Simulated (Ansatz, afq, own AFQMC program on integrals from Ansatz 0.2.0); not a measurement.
## Where AFQMC and coupled cluster stand for AlSiH₃, singlet

```xyz
5

Si   -1.6275    0.0088    0.0305
Al    1.9419   -0.0105   -0.0364
H    -2.2042    1.3914    0.0161
H    -2.1921   -0.6560    1.2486
H    -2.2371   -0.6997   -1.1403
```

Connectivity, by distances: SiH3 ··· Al.

Basis cc-pVDZ. Only valence electrons are correlated. AFQMC by an in-house program on the Cholesky factors that Ansatz 0.2.0 writes for its CCSD(T) run. ph-AFQMC/CISD is guided by a CISD state made of CCSD amplitudes; releasing the constraint for a short imaginary time cuts its bias at the price of noise, slowly where states lie close. ± is one standard error of the sampling.

Determinant: UHF, the one that the program's search chose, which needn't be the lowest solution. The geometry is a point of a scan.

No full CI on the walks' own integrals is used here; CCSDT(Q) serves as the reference and is uncertain by about the last step of the cluster series.

Cautions: higher spins were not checked; an unrestricted solution with more broken spin lies lower (82 meV, ⟨S²⟩ 0.39), while this determinant keeps restricted orbitals.

```
T1 diagnostic                               : 0.0181
weight of the determinant in the CISD state : 0.837
⟨S²⟩ of the determinant                     : 0.000
size of the correlated space                : 10 electrons in 41 orbitals
```

Reference: CCSDT(Q), correlation energy -5.531 eV. The released energy is read at 2.40 1/Eh (meV from the phaseless value at times in 1/Eh: -8 ± 16 at 0.24, -26 ± 17 at 0.51, -20 ± 15 at 0.99, -30 ± 15 at 1.62, -55 ± 23 at 2.40).

| level | E − E(reference) (kJ/mol) | share of correlation (%) |
| --- | --- | --- |
| HF | 533.7 | 0.00 |
| MP2 | 137.2 | 74.30 |
| CCSD | 20.5 | 96.16 |
| CCSD(T) | 4.9 | 99.08 |
| CCSDT | 1.0 | 99.81 |
| ph-AFQMC/HF | 7.9 ± 4.6 | 98.53 |
| ph-AFQMC/CISD | 4.7 ± 1.2 | 99.11 |
| released AFQMC | -0.6 ± 2.2 | 100.11 |

A walk keeps the symmetry of its determinant, which the program's search chose and which needn't be the lowest solution, so a lower state of the same spin and another symmetry isn't excluded. Released energies are given only where the last usable release times agree within the noise; a slower fall can still hide under it.
